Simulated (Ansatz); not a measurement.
# ClH5OSi: the cost of one run

Program: Ansatz 0.2.0. Level of theory: RKS PBE/def2-SVP. These are calculated values, not measurements.

1 further run of the same task is left out (it didn't finish).

### 1 The system as given

Bond lengths: Si1–H3 1.460 Å, Si1–H4 1.459 Å, Si1–Cl5 2.128 Å, Si1–O6 1.980 Å, O6–H7 1.010 Å. Angles: H3–Si1–H4 109.5°, H3–Si1–Cl5 109.5°, H3–Si1–O6 75.8°, H4–Si1–Cl5 109.5°, H4–Si1–O6 173.4°, Cl5–Si1–O6 64.4°, Si1–O6–H7 109.5°.

As a file:

```xyz
8

Si    0.0000    0.0000    0.0000
H     0.0000    0.0000    1.8100
H     1.3768    0.0000   -0.4862
H    -0.6877    1.1914   -0.4862
Cl   -1.0032   -1.7381   -0.7093
O     0.7368   -1.7285    0.6243
H     0.1020   -2.4744    0.3777
H     0.3766   -0.8836    1.7351
```

### 2 Pulling towards end A

Springs on the bonds that form and break draw the guess towards this end; the thresholds are loose.

input.yaml

```yaml
crystal:
  periodic: [false, false, false]
  atoms:
    - { symbol: Si, position_ang: [0.0, 0.0, 0.0] }
    - { symbol: H, position_ang: [0.0, 0.0, 1.81] }
    - { symbol: H, position_ang: [1.3768, 0.0, -0.4862] }
    - { symbol: H, position_ang: [-0.6877, 1.1914, -0.4862] }
    - { symbol: Cl, position_ang: [-1.0032, -1.7381, -0.7093] }
    - { symbol: O, position_ang: [0.7368, -1.7285, 0.6243] }
    - { symbol: H, position_ang: [0.102, -2.4744, 0.3777] }
    - { symbol: H, position_ang: [0.3766, -0.8836, 1.7351] }
basis:
  gaussian: { orbitals: def2-SVP }
hamiltonian:
  xc: pbe
relax:
  f_tol: 0.15
  max_steps: 25
  restrain:
    - { distance: [0, 5], at: 2.88, k: 30.0 }
    - { distance: [7, 1], at: 1.86, k: 30.0 }
    - { distance: [0, 1], at: 1.46, k: 30.0 }
    - { distance: [7, 5], at: 1.01, k: 30.0 }
```

Command:

```
> ansatz run input.yaml --threads 1 --pin off --max-ram 2048MiB --backend cpu --events-out ev --progress --plain --runs-dir out
```

Q: Estimate wall time and peak memory on 1 thread of Intel Xeon Platinum 8488C (Sapphire Rapids), shared host.

About 20 s, with a peak of 0.15 GiB.
